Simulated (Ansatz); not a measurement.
# C2H8N2: the cost of one run

Method: RKS PBE-D4/def2-SVPD, in Ansatz 0.2.0.

## Step 1: The system as given

Bond lengths: C1–C2 1.528 Å, C2–N3 1.453 Å, N3–N4 1.465 Å, C1–H5 1.088 Å, C1–H6 1.087 Å, C1–H7 1.087 Å, C2–H8 1.095 Å, C2–H9 1.093 Å, N3–H10 1.021 Å, N4–H11 1.020 Å, N4–H12 1.019 Å. Angles (14 of 18 angles, heavy atoms first): C1–C2–N3 114.9°, C2–N3–N4 110.3°, C1–C2–H8 109.8°, C1–C2–H9 110.4°, N3–C2–H8 107.2°, N3–C2–H9 106.2°, C2–C1–H5 110.3°, C2–C1–H6 110.4°, C2–C1–H7 109.7°, C2–N3–H10 108.5°, N4–N3–H10 104.8°, N3–N4–H11 105.6°, N3–N4–H12 105.4°, H8–C2–H9 108.2°.

Coordinates:

```xyz
12

C    -1.3990    0.1075   -0.2366
C    -0.0486    0.8229   -0.2118
N     0.9613    0.1932    0.6218
N     1.2518   -1.1584    0.1361
H    -1.8409    0.0987    0.7581
H    -2.0813    0.6105   -0.9167
H    -1.2628   -0.9203   -0.5638
H     0.3594    0.8803   -1.2260
H    -0.1650    1.8420    0.1668
H     0.5721    0.0563    1.5553
H     1.6363   -1.0358   -0.8009
H     2.0167   -1.4968    0.7177
```

## Step 2: Relaxing end A

input.yaml

```yaml
crystal:
  periodic: [false, false, false]
  atoms:
    - { symbol: C, position_ang: [-1.399, 0.10745, -0.23656] }
    - { symbol: C, position_ang: [-0.04858, 0.82286, -0.21178] }
    - { symbol: "N", position_ang: [0.9613, 0.19324, 0.62175] }
    - { symbol: "N", position_ang: [1.25177, -1.15841, 0.13614] }
    - { symbol: H, position_ang: [-1.84091, 0.09872, 0.75812] }
    - { symbol: H, position_ang: [-2.08129, 0.61047, -0.91671] }
    - { symbol: H, position_ang: [-1.26283, -0.92028, -0.56383] }
    - { symbol: H, position_ang: [0.3594, 0.88031, -1.22595] }
    - { symbol: H, position_ang: [-0.16495, 1.84196, 0.16676] }
    - { symbol: H, position_ang: [0.57208, 0.05631, 1.55532] }
    - { symbol: H, position_ang: [1.63628, -1.03582, -0.8009] }
    - { symbol: H, position_ang: [2.01673, -1.49681, 0.71765] }
basis:
  gaussian: { orbitals: def2-SVPD }
hamiltonian:
  xc: pbe
  dispersion: d4
relax:
  f_tol: 0.015
  max_steps: 40
```

On the command line:

```
> ansatz run input.yaml --threads 2 --pin off --max-ram 3072MiB --backend cpu --events-out ev --progress --plain --runs-dir out
```

What time and memory should one allow on 2 threads of AMD EPYC 9R45 (Zen 5), shared host?

About 4.9 s, with a peak of 0.18 GiB.
